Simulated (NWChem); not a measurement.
System: hydrogen isocyanide (CHN); SMILES [C-]#[NH+]

Input file for NWChem:

```
start job
memory heap 200 mb stack 900 mb global 1100 mb
geometry units angstroms noautosym nocenter noautoz
  C      0.000000     0.000000     0.755342
  N      0.000000     0.000000    -0.428830
  H      0.000000     0.000000    -1.441298
end
basis spherical
  C library def2-svp
  N library def2-svp
  H library def2-svp
end
dft
  xc b3lyp
  iterations 150
end
cosmo
  do_cosmo_vem 1
  solvent toluene
end
tddft
  nroots 3
  target 1
  notriplet
  algorithm 1
  civecs
  grad
    root 1
  end
end
task tddft gradient
```

Coordinates come from a PBE-D3(BJ)/def2-SVP optimisation. Solvent: toluene.

Lowest singlet excitation in solution, TDDFT at B3LYP/def2-SVP with SMD, three treatments of the solvent's response.

**Question.** Give the results of this calculation. (B3LYP/def2-SVP, TDDFT with the vertical excitation model on SMD.) Quantities: ground-state reaction field (eV); corrected reaction field (eV); vertical excitation model (eV).

**Answer.** 
```json
{
  "ground-state reaction field (eV)": "8.28",
  "corrected reaction field (eV)": "8.25",
  "vertical excitation model (eV)": "8.20"
}
```
